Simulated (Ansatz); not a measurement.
Cost and result for the atomization energy of C3H7NO, SMILES `C1COCN1` (12 atoms, 12 bonds).

Z-matrix (Å, degrees):
```
C
N 1 1.453
C 1 1.517 2 99.9
H 1 1.091 2 111.4 3 119.5
H 1 1.102 2 113.5 3 -117.4
C 2 1.449 1 103.5 3 41.8
H 2 1.011 1 112.8 3 163.1
O 3 1.421 1 104.7 2 -32.6
H 3 1.093 1 113.0 2 -151.5
H 3 1.096 1 111.2 2 85.5
H 6 1.095 2 111.1 1 -155.1
H 6 1.106 2 113.1 1 82.0
```

Charge 0, multiplicity 1. Geometry: relaxed with PBE0-D4/def2-TZVP. Program: Ansatz. All runs use 4 threads of an INTEL XEON PLATINUM 8581C on a shared host. Times are those of one run each, without the atoms' runs, and a repeat can differ threefold. Electronic energies, without spin–orbit coupling; frozen cores. CCSD(T)/CBS adds CCSD(T) − MP2 in def2-TZVPP to the MP2 limit, and its time is that of the two runs behind it. T1 = 0.010. HSE06 is the plane-wave form, built on full-range PBE exchange.

CCSD(T)/CBS is a level of theory with its own doubt, some kJ/mol a heavy atom from the limit and from the frozen cores, so smaller differences don't rank the functionals.

| level | functions | wall time |
| --- | --- | --- |
| BLYP-D4/def2-TZVPP | 253 | 1.1 s |
| revPBE-D4/def2-TZVPP | 253 | 1.1 s |
| PBE-D4/def2-TZVPP (with forces) | 253 | 1.6 s |
| PBE0-D4/def2-TZVPP | 253 | 1.6 s |
| BHLYP-D4/def2-TZVPP | 253 | 1.6 s |
| HSE06-D4/def2-TZVPP | 253 | 1.9 s |
| CAM-B3LYP-D4/def2-TZVPP | 253 | 1.9 s |
| CCSD(T)/def2-SVP | 105 | 2.9 s |
| B97M-V/def2-TZVPP | 253 | 3.9 s |
| ωB97M-V/def2-TZVPP (with forces) | 253 | 5.5 s |
| MP2/def2-QZVPP | 495 | 25 s |
| CCSD(T)/def2-TZVPP | 253 | 86 s |
| CCSD(T)/CBS(def2) | – | 110 s |

(1) What atomization energy does each give, and how far from CCSD(T)/CBS? (An estimate is asked.)

Results:

(1) The calculation gave: 
| level | atomization (kcal/mol) | difference from CCSD(T)/CBS | per bond |
| --- | --- | --- | --- |
| BLYP-D4/def2-TZVPP | 1129.9 | 2.0 | 0.2 |
| revPBE-D4/def2-TZVPP | 1131.6 | 3.7 | 0.3 |
| PBE-D4/def2-TZVPP (with forces) | 1162.1 | 34.2 | 2.8 |
| PBE0-D4/def2-TZVPP | 1138.0 | 10.1 | 0.8 |
| BHLYP-D4/def2-TZVPP | 1091.3 | -36.6 | -3.1 |
| HSE06-D4/def2-TZVPP | 1139.0 | 11.1 | 0.9 |
| CAM-B3LYP-D4/def2-TZVPP | 1136.4 | 8.5 | 0.7 |
| CCSD(T)/def2-SVP | 1071.8 | -56.1 | -4.7 |
| B97M-V/def2-TZVPP | 1127.3 | -0.6 | -0.1 |
| ωB97M-V/def2-TZVPP (with forces) | 1133.7 | 5.8 | 0.5 |
| MP2/def2-QZVPP | 1135.3 | 7.4 | 0.6 |
| CCSD(T)/def2-TZVPP | 1098.0 | -29.9 | -2.5 |
| CCSD(T)/CBS(def2) | 1127.9 | 0.0 | 0.0 |

From r2SCAN to r2SCAN0 (25 % exact exchange), in def2-TZVPP and without D4, the atomization energy moves by −18.0 kcal/mol: exact exchange takes away binding that semilocal exchange gives to molecules. The D4 term adds +8.0 kcal/mol with B3LYP and +4.1 kcal/mol with PBE0; it sums over pairs of atoms, weighted by their polarisabilities, and B3LYP, whose exchange is more repulsive, gets the larger term. At CCSD(T), def2-SVP lies −56.1 kcal/mol from the extrapolated value and def2-TZVPP −29.9 kcal/mol: correlation converges slowly with the basis, and small sets miss more of it in the bonded molecule than in its fragments.

B3LYP here is the variant with VWN-RPA as its local correlation; programs differ in this.
